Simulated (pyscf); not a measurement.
Structures and frequencies: ωB97X-D3(BJ)/def2-SVP in PySCF.

### Question
Estimate by transition-state theory the rate constant of F–Mo(F)(F)(F)=S + hydrogen (H₂) → F–MoH(F)(F)=S + hydrogen fluoride (HF) (singlet surface; F–Mo, H–H broken, H–Mo, F–H formed) at 900 K, with ωB97M-D3(BJ)/def2-TZVP energies (ideal gas, 1 atm, RRHO with modes under 100 cm⁻¹ raised to 100, one conformer, R ln 2 for chiral ones without a mode under 150 cm⁻¹; no tunnelling).

### Answer
The electronic barrier is 39.3 kcal/mol and the thermal terms add +26.1, so ΔG‡ = 65.4 kcal/mol. With k_BT/h = 1.88e+13 s⁻¹ and RT = 1.788 kcal/mol, and a volume of 1.23e-19 cm³ per molecule at 1 atm, k = 2.9e-22 cm³ molecule⁻¹ s⁻¹. Wigner's tunnelling factor for 952i cm⁻¹ would be 1.10. A shift of 1 kcal/mol in the barrier changes k by a factor 1.7. One saddle was located; it need not be the lowest between these sides. Elements past Kr carry the def2 core potentials, without spin-orbit coupling.
